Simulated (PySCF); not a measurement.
Species: C2F2N (charge 0, doublet). It need not be the lowest isomer of its formula. 
Geometry from a B3LYP-D3(BJ)/def2-TZVP (Ansatz) optimisation:
```xyz
5

C      0.0052    -0.1703    -0.3333
C     -0.0105     0.1869     0.9993
F      1.1086    -0.1468    -1.0465
F     -1.0874    -0.1815    -1.0631
N     -0.0227     0.4078     2.1414
```
Charge 0, spin multiplicity 2.

Dispersion corrections to the total energy (kcal/mol) from the dftd3 and dftd4 libraries through PySCF: D3(BJ) without and D4 with the three-body term, each with the damping fitted for the functional named.

```json
[
 {"functional": "CAM-B3LYP", "D3(BJ)": "-1.21", "D4": "-1.41"},
 {"functional": "TPSS", "D3(BJ)": "?", "D4": "-2.32"},
 {"functional": "BP86", "D3(BJ)": "?", "D4": "-2.21"},
 {"functional": "B3LYP", "D3(BJ)": "-2.87", "D4": "-2.74"},
 {"functional": "PBE0", "D3(BJ)": "-1.38", "D4": "-1.42"},
 {"functional": "TPSSh", "D3(BJ)": "-1.86", "D4": "-2.10"},
 {"functional": "r2SCAN", "D3(BJ)": "?", "D4": "-0.41"}
]
```

Task: What belongs in the gaps?

Result: 
- TPSS, D3(BJ): -2.05
- BP86, D3(BJ): -2.53
- r2SCAN, D3(BJ): -0.43
